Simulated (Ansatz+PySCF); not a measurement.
## doublet OH: levels of theory in one basis

```xyz
2

O     0.0000    0.0000   -0.1139
H     0.0000    0.0000    0.9113
```

Basis set: 6-31G (spherical functions). Left uncorrelated: 1 orbital. Correlation on ROHF uses semicanonical orbitals with singles. Charge 0, multiplicity 2.

Computed with Ansatz (development build ahead of 0.2.0); each method stands on the lowest determinant of its kind that the runs found.

```
                            method  E − E(ROHF) (eV)  <S²> of the determinant
                              ROHF              0.00                     0.75
                               UHF             -0.04                     0.76
                          ROHF-MP2             -2.49                        –
                           UHF-MP2             -2.50                     0.76
                         ROHF-CCSD             -2.78                        –
                      ROHF-CCSD(T)             -2.80                        –
full CI (lowest root of this spin)             -2.81                        –
```

**Question.** Is a single determinant a sound starting point here?

**Answer.** By this sign, yes. Unrestricted orbitals gain 0.04 eV and <S²> is 0.76 against 0.75 for a pure state.
